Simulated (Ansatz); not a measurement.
Cost and result for the atomization energy of C₃H₅ClO (`C[C@H]1O[C@@H]1Cl`) (10 atoms, 10 bonds).

Z-matrix (Å, degrees):
```
C
C 1 1.493
H 1 1.093 2 110.2
H 1 1.093 2 110.4 3 -119.2
H 1 1.091 2 111.0 3 120.6
O 2 1.437 1 116.9 3 -164.6
C 2 1.454 1 122.8 3 -97.9
H 2 1.088 1 116.8 3 57.3
Cl 7 1.757 2 120.8 1 151.1
H 7 1.086 2 122.3 1 1.9
```

Total charge 0; spin multiplicity 1. The geometry is a stationary point of PBE0-D4/def2-TZVP. Program: Ansatz. All runs use 4 threads of an Intel Xeon 6975P-C on a shared host. Times are those of one run each, without the atoms' runs, and a repeat can differ threefold. Electronic energies, without spin–orbit coupling; frozen cores. CCSD(T)/CBS adds CCSD(T) − MP2 in def2-TZVPP to the MP2 limit, and its time is that of the two runs behind it. T1 = 0.011. HSE06 is the plane-wave form, built on full-range PBE exchange.

CCSD(T)/CBS is a level of theory with its own doubt, some kJ/mol a heavy atom from the limit and from the frozen cores, so smaller differences don't rank the functionals.

| level | functions | wall time |
| --- | --- | --- |
| LDA (SPW92)/def2-TZVPP | 236 | 0.6 s |
| BLYP-D4/def2-TZVPP | 236 | 0.9 s |
| PBE-D4/def2-TZVPP (with forces) | 236 | 1.1 s |
| BHLYP-D4/def2-TZVPP | 236 | 1.3 s |
| HSE06-D4/def2-TZVPP | 236 | 1.4 s |
| CAM-B3LYP-D4/def2-TZVPP | 236 | 1.6 s |
| r2SCAN-D4/def2-TZVPP (with forces) | 236 | 1.9 s |
| CCSD(T)/def2-SVP | 99 | 1.9 s |
| B2PLYP/def2-TZVPP | 236 | 2.3 s |
| ωB97M-V/def2-TZVPP (with forces) | 236 | 3.9 s |
| MP2/def2-QZVPP | 448 | 9.5 s |
| CCSD(T)/def2-TZVPP | 236 | 28 s |
| CCSD(T)/CBS(def2) | – | 38 s |

(1) What atomization energy does each give, and how far from CCSD(T)/CBS? (An estimate is asked.)

## Answers

(1) Ansatz gave: 
```csv
level,atomization (kcal/mol),difference from CCSD(T)/CBS,per bond
LDA (SPW92)/def2-TZVPP,1089.6,159.4,15.9
BLYP-D4/def2-TZVPP,930.1,-0.1,0.0
PBE-D4/def2-TZVPP (with forces),964.4,34.2,3.4
BHLYP-D4/def2-TZVPP,894.4,-35.8,-3.6
HSE06-D4/def2-TZVPP,943.0,12.8,1.3
CAM-B3LYP-D4/def2-TZVPP,933.1,2.9,0.3
r2SCAN-D4/def2-TZVPP (with forces),937.8,7.6,0.8
CCSD(T)/def2-SVP,885.6,-44.6,-4.5
B2PLYP/def2-TZVPP,920.7,-9.5,-1.0
ωB97M-V/def2-TZVPP (with forces),935.5,5.3,0.5
MP2/def2-QZVPP,943.5,13.3,1.3
CCSD(T)/def2-TZVPP,906.1,-24.1,-2.4
CCSD(T)/CBS(def2),930.2,0.0,0.0
```

Leaving LDA and LC-ωPBE aside and taking each functional with its dispersion term where it has one, the values spread over 70.0 kcal/mol, from BHLYP-D4 to PBE-D4. LDA lies +129.6 kcal/mol from PBE without D4, its usual overbinding. From r2SCAN to r2SCAN0 (25 % exact exchange), in def2-TZVPP and without D4, the atomization energy moves by −17.6 kcal/mol: exact exchange takes away binding that semilocal exchange gives to molecules. At CCSD(T), def2-SVP lies −44.7 kcal/mol from the extrapolated value and def2-TZVPP −24.1 kcal/mol: correlation converges slowly with the basis, and small sets miss more of it in the bonded molecule than in its fragments.
